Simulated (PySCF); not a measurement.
C6H8.
Cartesian coordinates in Å at the GFN2-xTB level; atoms count from 1:
```
atom  x, y, z in Å
C1    -1.2543    1.2718    0.3764
C2    -0.7036    0.1073    0.0283
C3    -1.5069   -1.1057   -0.3406
C4     0.7146   -0.0446   -0.0119
C5     1.7905   -0.7576   -0.2232
C6     2.0244    0.6587    0.2058
H7    -0.6479    2.1229    0.6351
H8    -2.3218    1.4067    0.4118
H9    -1.2595   -1.4234   -1.3524
H10   -1.2705   -1.9290    0.3318
H11   -2.5718   -0.8960   -0.2848
H12    2.2723   -1.6635   -0.4953
H13    2.3699    1.3885   -0.5196
H14    2.3640    0.8633    1.2163
```

The closed-shell SCF was solved with PySCF and density fitting under several settings on one GFN2-xTB geometry (grid level 2 and gas phase unless stated).

| settings | basis functions | SCF cycles | E (Eh) | HOMO (eV) | LUMO (eV) | dipole (D) |
| --- | --- | --- | --- | --- | --- | --- |
| PBE0/pcSseg-1 | 142 | 13 | -233.0283 | -6.52 | -0.94 | 0.79 |
| PBE0/def2-SVPD | 184 | 13 | -232.9023 | -6.53 | -0.99 | 0.78 |

**Question.** Estimate the rows for these settings: (1) LC-wPBE/3-21G, start guess atom; (2) wB97X-D/Sadlej pVTZ, level shift 0.1 Eh; (3) PBE0/cc-pVDZ.

**Answer.** 
| settings | basis functions | SCF cycles | E (Eh) | HOMO (eV) | LUMO (eV) | dipole (D) |
| --- | --- | --- | --- | --- | --- | --- |
| LC-wPBE/3-21G, start guess atom | 70 | 10 | -231.8801 | -8.89 | 1.65 | 0.71 |
| wB97X-D/Sadlej pVTZ, level shift 0.1 Eh | 216 | 11 | -233.2953 | -8.22 | 0.70 | 0.80 |
| PBE0/cc-pVDZ | 124 | 13 | -233.0704 | -6.38 | -0.76 | 0.83 |

**Question.** Over all rows, what range does the HOMO–LUMO gap span?

**Answer.** From 5.54 eV (PBE0/def2-SVPD) to 10.54 eV (LC-wPBE/3-21G, start guess atom). The functional of the narrowest has 25 % exact exchange, that of the widest range-separated exact exchange.

**Question.** And the dipole moment?

**Answer.** From 0.71 D (LC-wPBE/3-21G, start guess atom) to 0.83 D (PBE0/cc-pVDZ); the largest is 1.17 times the smallest, and the median is 0.79 D.

**Question.** Compare two rows with the functional PBE0: PBE0/pcSseg-1 and PBE0/def2-SVPD. Which energy is lower, and by how much?

**Answer.** PBE0/pcSseg-1 (142 functions) lies 0.1260 Eh or 79 kcal/mol below PBE0/def2-SVPD (184 functions). The smaller set gives the lower energy; the two sets aren't nested, so the variational bound doesn't order them by size.

wB97X-D ran without the empirical dispersion term, which would shift the total energy alone. Cycle counts include a coarse-grid stage where the run had one.

One conformer stands for the species.
